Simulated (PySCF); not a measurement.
Compound: C5H7O (doublet state).
Geometry (GFN2-xTB, Å), atoms numbered from 1 in this order:
```xyz
13
C5H7O angstrom
C      2.829    0.473    0.203
C      1.916    0.521   -0.730
O      0.704    0.123   -0.962
C     -0.184   -0.133    0.165
C     -1.477   -0.644   -0.366
C     -2.631   -0.013   -0.235
H      3.754    1.013    0.109
H      2.762   -0.188    1.068
H     -0.314    0.795    0.731
H      0.302   -0.881    0.804
H     -1.410   -1.574   -0.912
H     -3.544   -0.412   -0.641
H     -2.710    0.921    0.298
```

The hyperfine couplings belong to this conformer and change with its torsions.

The species is `[C](OCC=C)=C` [radical].

Level of theory: UKS B3LYP, pcH-1 on C H O, non-relativistic, mean-field spin-orbit, GIAO (PySCF 2.14.0). Geometry: GFN2-xTB, one conformer, isolated molecule. A GFN2-xTB geometry isn't a minimum of the functional, and hyperfine couplings can be far from their values at a DFT geometry. No stability test was run, so a lower SCF solution isn't excluded.

Principal values of hyperfine tensors in MHz (contact and dipolar terms together), for some of the nuclei:

| atom | isotope | A1 | A2 | A3 |
| --- | --- | --- | --- | --- |
| C2 | 13C | 347.36 | 364.44 | 553.93 |
| O3 | 17O | -185.45 | -145.37 | -145.14 |
| H8 | 1H | 135.00 | 139.40 | 147.72 |
| H7 | 1H | 55.16 | 58.87 | 77.06 |
| C1 | 13C | 39.82 | 53.00 | 75.54 |
| C4 | 13C | 36.79 | 37.25 | 58.55 |
| H9 | 1H | -8.37 | -5.71 | 3.27 |
| C6 | 13C | 0.87 | 1.52 | 5.37 |

Question: Give the isotropic coupling of each nucleus in MHz and in mT (g = 2.0023), and the anisotropic part.

Answer: a_iso is a third of the trace, T = A − a_iso, and a(mT) = a(MHz)/(g × 13.996).

```csv
atom,a_iso (MHz),a_iso (mT),T1,T2,T3
C2,421.91,15.055,-74.55,-57.47,132.02
O3,-158.65,-5.661,-26.80,13.28,13.51
H8,140.71,5.021,-5.71,-1.30,7.01
H7,63.70,2.273,-8.54,-4.82,13.36
C1,56.12,2.003,-16.30,-3.12,19.42
C4,44.20,1.577,-7.41,-6.95,14.35
H9,-3.60,-0.129,-4.77,-2.10,6.87
C6,2.59,0.092,-1.72,-1.07,2.79
```

Question: What spin density at the nucleus of H7 lies behind its contact coupling (g_N = 5.58569)?

Answer: a_FC = 800.24 MHz bohr³ × g_N × ρ(0)/(2S). With a_FC = 63.70 MHz and 2S = 1, ρ(0) = 0.01425 bohr⁻³. In magnitude that is 4.5 % of the 1/π = 0.318 of a free hydrogen atom.

Question: C5 (13C, g_N = 1.40482) isn't in the table. Its spin density at the nucleus is -0.002199 bohr⁻³. What is its contact coupling?

Answer: By the same relation, a_FC = -2.47 MHz. Its full tensor has the principal values -4.24, -2.39, -0.79 MHz.

Question: Which nucleus of the table has the largest anisotropic coupling, and what is its form?

Answer: C2: -74.5, -57.5, 132.0 MHz, rhombic: the two smaller values differ by 13 % of the largest.

Question: What first-order splitting does C2 cause when the field lies along A1, A2 or A3 of its tensor (g taken as isotropic, no quadrupole term)?

Answer: 2 lines (I = 1/2), spaced by |A_i|/(g × 13.996): 12.39, 13.00, 19.77 mT along the axes of A1, A2 and A3.
